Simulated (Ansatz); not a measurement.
hcp Zr was calculated with PBEsol (PAW; Ansatz, a quantum-chemistry and plane-wave program).

Numerical settings: plane-wave cutoff 500 eV, 5×5×5 k mesh, Fermi–Dirac smearing 0.1 eV, cell of 36 sites, scalar-relativistic PAW data made under PBE.

Task: Predict the vacancy formation energy and vacancy formation energy before relaxation.

Result: 
- vacancy formation energy = 2.20 eV
- vacancy formation energy before relaxation = 2.28 eV

Note: energies are extrapolated to zero smearing, and mesh and cell size move such values by some hundredths of an eV or more.

Computing time: around 22 core-minutes (rough).
